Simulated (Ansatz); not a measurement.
`C/C=C(\F)CS` → `C=CCC(F)S`  (isomerisation)

Computed with Ansatz on PBE0-D4/def2-TZVP structures; ΔE is electronic, products minus reactants. CCSD(T)/CBS adds triple-zeta CCSD(T) − MP2 to the extrapolated MP2 energy (def2 sets, frozen cores). One conformer a species, not always the lowest.

```tsv
species	CCSD(T)/CBS(def2) energy (Eh)
`C/C=C(\F)CS`	-653.96754
`C=CCC(F)S`	-653.96105
```

Task: Work out ΔE.

Result: ΔE = (-653.96105) − (-653.96754) = 0.00649 Eh = +4.1 kcal/mol.

Largest T1 diagnostic among the species: 0.011.

The D4 term adds −0.8 kcal/mol with B3LYP and −0.5 kcal/mol with PBE0; it sums over pairs of atoms, weighted by their polarisabilities, and B3LYP, whose exchange is more repulsive, gets the larger term. In def2-TZVPP, CCSD(T) changes the Hartree–Fock value by −1.1 kcal/mol (the triples alone add −0.2 kcal/mol) and MP2 by −0.8 kcal/mol.

B3LYP here is the variant with VWN-RPA as its local correlation; programs differ in this.
